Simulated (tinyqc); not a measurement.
Inside a calculation. Method: extended Hueckel theory, for H3S+. The parameters take no account of the charge, which enters only through the electron count. One step of it, computed by the program tinyqc.

Problem. Wolfsberg-Helmholz matrix. H_ij = K' S_ij (H_ii + H_jj)/2 for i != j (the diagonal keeps H_ii), with K' = 1.75.

overlap S, order 1S 3s, 1S 3px, 1S 3py, 1S 3pz, 2H 1s, 3H 1s, 4H 1s:
```
[[1.000000, 0.000000, 0.000000, 0.000000, 0.394899, 0.394405, 0.394405],
 [0.000000, 1.000000, 0.000000, 0.000000, 0.482369, -0.241020, -0.241020],
 [0.000000, 0.000000, 1.000000, 0.000000, 0.000000, 0.417460, -0.417460],
 [0.000000, 0.000000, 0.000000, 1.000000, -0.126656, -0.126468, -0.126468],
 [0.394899, 0.482369, 0.000000, -0.126656, 1.000000, 0.076321, 0.076321],
 [0.394405, -0.241020, 0.417460, -0.126468, 0.076321, 1.000000, 0.076205],
 [0.394405, -0.241020, -0.417460, -0.126468, 0.076321, 0.076205, 1.000000]]
```

diagonal H_ii (eV): [-20.000000, -13.300000, -13.300000, -13.300000, -13.600000, -13.600000, -13.600000]

K = 1.750000

Give: H.

Solution.

H (eV), order 1S 3s, 1S 3px, 1S 3py, 1S 3pz, 2H 1s, 3H 1s, 4H 1s:
```
[[-20.000, 0.000, 0.000, 0.000, -11.610, -11.596, -11.596],
 [0.000, -13.300, 0.000, 0.000, -11.354, 5.673, 5.673],
 [0.000, 0.000, -13.300, 0.000, 0.000, -9.826, 9.826],
 [0.000, 0.000, 0.000, -13.300, 2.981, 2.977, 2.977],
 [-11.610, -11.354, 0.000, 2.981, -13.600, -1.816, -1.816],
 [-11.596, 5.673, -9.826, 2.977, -1.816, -13.600, -1.814],
 [-11.596, 5.673, 9.826, 2.977, -1.816, -1.814, -13.600]]
```
